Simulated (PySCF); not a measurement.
Rock-salt LiCl: correlation energy from several methods in one and the same small orbital space (PySCF; 2 atoms at the zone centre, 8 electrons in 16 orbitals, empty ones MP2 natural orbitals of a TZ basis, lattice constant set to 5.3969 Å). Its volume lies 16 % above that of the crystal's usual cell. It tests the methods against each other and lies far from the crystal's limit.

Full CI gives -2.3471 eV per atom.

Q: What share of it do MP2, CCSD, CCSD(T), CCSDT, CCSDT(Q), CCSDTQ recover?

A: MP2 82.2 %; CCSD 98.4 %; CCSD(T) 99.7 %; CCSDT 99.8 %; CCSDT(Q) 100.0 %; CCSDTQ 100.0 %.

| method | E_corr (eV per atom) | share of full CI (%) | error (meV) |
|---|---|---|---|
| MP2 | -1.9288 | 82.2 | 418 |
| CCSD | -2.3088 | 98.4 | 38 |
| CCSD(T) | -2.3390 | 99.7 | 8 |
| CCSDT | -2.3432 | 99.8 | 4 |
| CCSDT(Q) | -2.3465 | 100.0 | 1 |
| CCSDTQ | -2.3470 | 100.0 | 0 |
| full CI | -2.3471 | 100.0 | 0 |

The Hartree–Fock determinant has a weight of 0.93 in the full CI state.

MP2, (T) and (Q) use filled levels shifted down by the Madelung term, which in so small a cell is a large part of the gap, so these rows hang on it.
